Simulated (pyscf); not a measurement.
HO–Si(OH)(F)–F (SMILES O[Si](O)(F)F) + NH₃ (SMILES N) → H₂N–Si(OH)(OH)–F (SMILES N[Si](O)(O)F) + HF (SMILES F) (four-centre exchange; singlet surface; F–Si, H–N broken, N–Si, F–H formed). Single points on ωB97X-D3(BJ)/def2-SVP structures (PySCF, gas phase). Energies in kJ/mol from the separated reactants.

```json
[
 {"level": "ωB97X-D3(BJ)/def2-TZVP", "barrier": "96.3", "reaction energy": "+79.5"},
 {"level": "r²SCAN/def2-TZVP", "barrier": "91.4", "reaction energy": "+88.6"},
 {"level": "B3LYP-D3(BJ)/def2-TZVP", "barrier": "101.4", "reaction energy": "+84.5"},
 {"level": "PBE0-D3(BJ)/def2-TZVP", "barrier": "88.6", "reaction energy": "+78.9"},
 {"level": "M06-2X/def2-TZVP", "barrier": "102.3", "reaction energy": "+82.0"},
 {"level": "HF/def2-TZVP", "barrier": "179.2", "reaction energy": "+94.0"}
]
```

The functionals in the table span 13.7 kJ/mol in this barrier, from PBE0-D3(BJ) to M06-2X. On the reactant side the descent ends in an adduct with a N–Si contact (not fully relaxed), 35.3 kJ/mol under the separated species and 131.7 kJ/mol under the saddle at ωB97X-D3(BJ)/def2-TZVP. On the product side the descent ends in a bound adduct, 52.1 kJ/mol under the separated species and 69.0 kJ/mol under the saddle at ωB97X-D3(BJ)/def2-TZVP. What is counted as formed (N–Si) is already present as a longer contact in the reactant adduct; forming that adduct is a step of its own. This is the saddle that the search found; another between the same sides may lie lower.
